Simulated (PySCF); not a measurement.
Species: 1-chloro-1-fluoroethane, C2H4ClF.
SMILES: `C[C@@H](F)Cl`

The closed-shell ground state was solved at several levels (PySCF, density fitting, gas phase, non-relativistic). Isolated species at its PBE0-D3(BJ)/def2-SVP geometry, gas phase.

| level | basis functions | total energy (Eh) | HOMO (eV) | LUMO (eV) | gap (eV) | dipole (D) |
| --- | --- | --- | --- | --- | --- | --- |
| B3LYP/6-31G* | 68 | -638.6501 | -8.27 | 0.73 | 9.00 | 2.17 |
| B3LYP/cc-pVTZ | 180 | -638.7705 | -8.43 | 0.40 | 8.83 | 2.15 |
| B3LYP/aug-cc-pVTZ-J | 286 | -638.7833 | -8.51 | -0.39 | 8.12 | 2.20 |
| PBE0/def2-SVPD | 122 | -638.0630 | -8.82 | 0.39 | 9.21 | 2.27 |
| B3LYP/def2-TZVP | 154 | -638.7712 | -8.44 | 0.40 | 8.84 | 2.15 |

Task: What might CAM-B3LYP/pcSseg-2 (207 basis functions) give for the same quantities?

Result: Total energy -638.7117 Eh, HOMO -10.20 eV, LUMO 1.18 eV, gap 11.38 eV, dipole 2.29 D.

Task: Over all these levels, which gives the widest orbital gap and which the narrowest?

Result: CAM-B3LYP/pcSseg-2 (range-separated hybrid) has the widest, 11.38 eV, and B3LYP/aug-cc-pVTZ-J (global hybrid, 20 % exact exchange) the narrowest, 8.12 eV. Functional and basis both differ between the two, so the spread mixes both effects.

Task: How much does the basis alone move the frontier levels among the 4 B3LYP rows?

Result: The HOMO by 0.24 eV and the LUMO by 1.12 eV. By rising basis size (HOMO, LUMO in eV): 6-31G* -8.27, 0.73; def2-TZVP -8.44, 0.40; cc-pVTZ -8.43, 0.40; aug-cc-pVTZ-J -8.51, -0.39.

Task: How far do the dipole and the HOMO energy spread over the levels?

Result: The dipole runs from 2.15 to 2.29 D (mean 2.20 D) and the HOMO from -10.20 to -8.27 eV.
